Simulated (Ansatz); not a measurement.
Geometry optimisation, RKS PBE-D4/def2-SVP (Ansatz 0.2.0).

The input (input.yaml):

```yaml
crystal:
  periodic: [false, false, false]
  atoms:
    - { symbol: Al, position_ang: [-0.050035, -0.177539, -0.900281] }
    - { symbol: "N", position_ang: [1.629853, -0.07062, 1.719128] }
    - { symbol: H, position_ang: [0.841429, -0.694035, 1.932744] }
    - { symbol: H, position_ang: [1.265359, 0.882101, 1.595264] }
    - { symbol: H, position_ang: [2.087669, -0.382826, 0.836615] }
    - { symbol: H, position_ang: [-1.239175, 0.442919, 0.122931] }
basis:
  gaussian: { orbitals: def2-SVP }
hamiltonian:
  xc: pbe
  dispersion: d4
relax:
  f_tol: 0.03
  max_steps: 50
```

Command:

```bash
$ ansatz run input.yaml --threads 1 --pin off --max-ram 2048MiB --backend cpu --events-out ev --progress --plain --runs-dir out
```

Where does it end, and by what steps?

The forces met the threshold. After 21 steps the energy has fallen by 0.634 eV; N2 moved furthest, 0.65 Å. Joined: Al1–N2 (3.11 → 2.25 Å).

```json
{"step": "0", "energy less start (eV)": "0.0000", "largest force component (eV/Å)": "0.602", "accepted": "yes"}
{"step": "1", "energy less start (eV)": "-0.0225", "largest force component (eV/Å)": "0.567", "accepted": "yes"}
{"step": "2", "energy less start (eV)": "-0.0265", "largest force component (eV/Å)": "0.267", "accepted": "yes"}
{"step": "3", "energy less start (eV)": "-0.0326", "largest force component (eV/Å)": "0.412", "accepted": "yes"}
{"step": "4", "energy less start (eV)": "-0.0494", "largest force component (eV/Å)": "0.231", "accepted": "yes"}
{"step": "5", "energy less start (eV)": "-0.0486", "largest force component (eV/Å)": "0.743", "accepted": "no"}
{"step": "6", "energy less start (eV)": "-0.0597", "largest force component (eV/Å)": "0.268", "accepted": "yes"}
{"step": "7", "energy less start (eV)": "-0.0744", "largest force component (eV/Å)": "0.257", "accepted": "yes"}
{"step": "8", "energy less start (eV)": "-0.0982", "largest force component (eV/Å)": "0.964", "accepted": "yes"}
{"step": "9", "energy less start (eV)": "-0.2650", "largest force component (eV/Å)": "1.820", "accepted": "yes"}
{"step": "10", "energy less start (eV)": "-0.3355", "largest force component (eV/Å)": "2.777", "accepted": "yes"}
{"step": "11", "energy less start (eV)": "-0.5528", "largest force component (eV/Å)": "0.677", "accepted": "yes"}
{"step": "12", "energy less start (eV)": "-0.5100", "largest force component (eV/Å)": "0.577", "accepted": "no"}
{"step": "13", "energy less start (eV)": "-0.6003", "largest force component (eV/Å)": "0.158", "accepted": "yes"}
{"step": "14", "energy less start (eV)": "-0.6108", "largest force component (eV/Å)": "0.074", "accepted": "yes"}
{"step": "15", "energy less start (eV)": "-0.6127", "largest force component (eV/Å)": "0.214", "accepted": "yes"}
{"step": "16", "energy less start (eV)": "-0.6250", "largest force component (eV/Å)": "0.178", "accepted": "yes"}
{"step": "17", "energy less start (eV)": "-0.6100", "largest force component (eV/Å)": "0.460", "accepted": "no"}
{"step": "18", "energy less start (eV)": "-0.6307", "largest force component (eV/Å)": "0.082", "accepted": "yes"}
{"step": "19", "energy less start (eV)": "-0.6316", "largest force component (eV/Å)": "0.113", "accepted": "yes"}
{"step": "20", "energy less start (eV)": "-0.6320", "largest force component (eV/Å)": "0.139", "accepted": "yes"}
{"step": "21", "energy less start (eV)": "-0.6343", "largest force component (eV/Å)": "0.010", "accepted": "yes"}
```

```xyz
6
Properties=species:S:1:pos:R:3
Al 0.101 -0.107 -0.744
N 1.263 -0.100 1.186
H 0.794 -0.699 1.882
H 1.269 0.848 1.593
H 2.242 -0.412 1.122
H -1.133 0.470 0.268
```

Whether the end is a true minimum wasn't checked by a vibrational analysis.

Run time: 23 s on 1 thread of Arm Neoverse V1 (shared host), peak memory 0.1 GiB.
